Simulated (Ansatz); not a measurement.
Zinc-blende BeTe was calculated with G0W0@HSE06 (plane waves, hard PAW, contour deformation; Ansatz, an electronic-structure program).

The same calculation (at the measured cell, 22.259 Å³/atom) with different numerical settings; throughout: k mesh 2×2×2:

| run | response cutoff (eV) | empty bands | quasiparticle gap on the mesh (eV) | quasiparticle gap at Γ (eV) | rough time |
|---|---|---|---|---|---|
| 1 | 100 | 186 | 2.818 | 4.798 | 70 core-s |
| 2 | 150 | 341 | 2.898 | 4.859 | 2 core-min |
| 3 | 200 | 525 | 2.935 | 4.887 | 3 core-min |
| 4 | 250 | 734 | 2.955 | 4.903 | 6 core-min |
| 5 | 300 | 965 | 2.969 | 4.915 | 10 core-min |
| 6 | 400 | 1486 | 2.984 | 4.928 | 30 core-min |
| 7 | 500 | 2076 | ___ | ___ | 40 core-min |

Fill in the missing entries.


- 7, quasiparticle gap on the mesh (eV): 2.994
- 7, quasiparticle gap at Γ (eV): 4.937

In the column quasiparticle gap on the mesh (eV) the first row differs from the last by -0.176 and the next to last by -0.010.

The last row is no converged limit: other settings stay fixed.

Spin–orbit coupling is not included.

Note: GW on a hybrid start was not checked against another program.
